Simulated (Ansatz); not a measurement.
## Ansatz (development build ahead of 0.2.0) run

```yaml
crystal:
  periodic: [false, false, false]
  atoms:
    - { symbol: Si, position_ang: [0.0, 0.26679, -1.64978] }
    - { symbol: C, position_ang: [0.0, -0.53359, 0.0] }
    - { symbol: Si, position_ang: [0.0, 0.26679, 1.64978] }
basis:
  gaussian: { orbitals: def2-SVP }
magnetization:
  spin_polarized: true
hamiltonian:
  xc: hf
correlation:
  method: mp2
  frozen_orbitals: { C: 1, Si: 5 }
```

The input is written out in the form of the current development build from the run's settings.

The run gave:

```json
{
 "Converged": "yes",
 "Reference energy": "-615.36948 hartree",
 "Correlation energy": "-0.28909 hartree",
 "Total energy": "-615.65856 hartree",
 "Spin squared of the determinant": "0.049",
 "Stability test": "minimum",
 "Occupied orbitals by symmetry in an Abelian subgroup (alpha; beta)": "8 A1 1 A2 2 B1 6 B2; 8 A1 1 A2 2 B1 6 B2"
}
```

Messages of the program:
```
mean field -16745.05649188 eV, -615.3694758697 hartree, gradient 1.8e-6 eV, S^2 0.049025; 18 other ends of a descent, 0 dependent functions left out
```
